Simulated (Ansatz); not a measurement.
C₃H₅ClO, SMILES `C=CC(O)Cl` at its PBE0-D4/def2-TZVP geometry, where that method's forces vanish. Total charge 0; spin multiplicity 1.

```xyz
10

C    -0.3678   -1.3007   -0.8021
C    -0.3164    0.0045   -0.5957
C     0.5627    0.7441    0.3627
O    -0.1670    1.5430    1.2200
Cl    1.6531   -0.3717    1.2829
H     0.2831   -1.9844   -0.2707
H    -1.0659   -1.7193   -1.5171
H    -0.9771    0.6745   -1.1423
H     1.2470    1.4080   -0.1669
H    -0.8516    1.0019    1.6291
```

Q: What forces (eV/Å) does B3LYP-D4/def2-TZVPP give on these atoms in Ansatz 0.2.0? (Best estimate.)

A: Ansatz gave: 
```
C1  -0.014 -0.161 -0.039
C2  -0.130  0.060 -0.138
C3   0.123  0.156 -0.379
O4  -0.184  0.180  0.206
Cl5  0.287 -0.232  0.241
H6  -0.072  0.040 -0.066
H7   0.051  0.016  0.053
H8   0.043 -0.053  0.032
H9  -0.059 -0.042  0.039
H10 -0.045  0.036  0.051
```

B3LYP here is the variant with VWN-RPA as its local correlation; programs differ in this.
